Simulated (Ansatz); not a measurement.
We consider rhombohedral A7 Sb, described by RPBE (PAW; Ansatz, an electronic-structure program).

Run with plane-wave cutoff 520 eV, 18×18×18 k mesh, Fermi–Dirac smearing 0.068 eV (set by the program), scalar-relativistic PAW data made under PBE.

Computed at the level's own relaxed cell.

Elastic tensor (GPa, Voigt notation, ions relaxed):

```
   74.0    23.4    14.9   -11.2     0.0     0.0
   23.4    74.0    14.9    11.2     0.0     0.0
   14.9    14.9    19.3     0.0     0.0     0.0
  -11.2    11.2     0.0    18.3     0.0     0.0
    0.0     0.0     0.0     0.0    18.3   -11.2
    0.0     0.0     0.0     0.0   -11.2    25.3
```

**Question.** Work out the Voigt, Reuss and Hill averages of the bulk and shear moduli, Young's modulus and Poisson's ratio from the printed constants.

**Answer.** K_V = [C11 + C22 + C33 + 2(C12 + C13 + C23)]/9 = [167.3 + 2 × 53.2]/9 = 30.4 GPa. G_V = [167.3 − 53.2 + 3 × 61.9]/15 = 20.0 GPa. From the compliances S = C⁻¹, K_R = 18.8 and G_R = 13.0 GPa. Hill means: K = 24.6, G = 16.5 GPa. E = 9KG/(3K + G) = 40 GPa, ν = (3K − 2G)/(6K + 2G) = 0.23, K/G = 1.49.

Note: the cell comes from a level without a dispersion term, which matters for the spacing of layers, chains or molecules.

Computed values are for the static lattice.
